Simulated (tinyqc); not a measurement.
Pariser-Parr-Pople SCF with singles CI, for the molecule C=CC=CCl (SMILES; centres numbered as the heavy atoms are written), step by step. One step of it, computed by the program tinyqc.

Problem. Iteration 1: Fock matrix. F_rr = H_rr + P_rr gamma_rr / 2 + sum_(s != r) P_ss gamma_rs; F_rs = H_rs - P_rs gamma_rs / 2; E = tr P (H + F) / 2 + core repulsion sum_(r<s) z_r z_s gamma_rs.

P at the start, order 1C, 2C, 3C, 4C, 5Cl:
$$\begin{pmatrix}
0.061789 & 0.217344 & 0.216582 & -0.155913 & 0.036135 \\
0.217344 & 0.780468 & 0.856762 & -0.404525 & 0.082980 \\
0.216582 & 0.856762 & 1.326307 & 0.328519 & -0.068196 \\
-0.155913 & -0.404525 & 0.328519 & 1.838448 & 0.033638 \\
0.036135 & 0.082980 & -0.068196 & 0.033638 & 1.992989
\end{pmatrix}$$

core matrix H (eV), order 1C, 2C, 3C, 4C, 5Cl:
$$\begin{pmatrix}
-33.387807 & -2.390000 & 0.000000 & 0.000000 & 0.000000 \\
-2.390000 & -38.909042 & -2.390000 & 0.000000 & 0.000000 \\
0.000000 & -2.390000 & -42.164327 & -2.390000 & 0.000000 \\
0.000000 & 0.000000 & -2.390000 & -43.277300 & -1.590000 \\
0.000000 & 0.000000 & 0.000000 & -1.590000 & -45.736788
\end{pmatrix}$$

repulsion gamma_rs (eV), order 1C, 2C, 3C, 4C, 5Cl:
$$\begin{pmatrix}
11.130000 & 7.552439 & 5.239019 & 3.670370 & 2.882989 \\
7.552439 & 11.130000 & 7.554960 & 5.240702 & 3.700470 \\
5.239019 & 7.554960 & 11.130000 & 7.554960 & 5.327694 \\
3.670370 & 5.240702 & 7.554960 & 11.130000 & 7.825634 \\
2.882989 & 3.700470 & 5.327694 & 7.825634 & 13.000000
\end{pmatrix}$$

Centres (angstrom, eV; a flat drawing with bonds scaled to 1.40 angstrom):
```
centre          x          y  core charge z          W   gamma_rr
1C      -2.425000  -0.280000              1  11.160000  11.130000
2C      -1.212000   0.420000              1  11.160000  11.130000
3C       0.000000  -0.280000              1  11.160000  11.130000
4C       1.212000   0.420000              1  11.160000  11.130000
5Cl      2.425000  -0.280000              2  26.000000  13.000000
```

Give: F; pi energy.

Solution.

F (eV), order 1C, 2C, 3C, 4C, 5Cl:
$$\begin{pmatrix}
-7.7074 & -3.2107 & -0.5673 & 0.2861 & -0.0521 \\
-3.2107 & -7.0691 & -5.6264 & 1.0600 & -0.1535 \\
-0.5673 & -5.6264 & -4.0559 & -3.6310 & 0.1817 \\
0.2861 & 1.0600 & -3.6310 & -3.1128 & -1.7216 \\
-0.0521 & -0.1535 & 0.1817 & -1.7216 & -8.2630
\end{pmatrix}$$

pi energy = -80.8283 eV
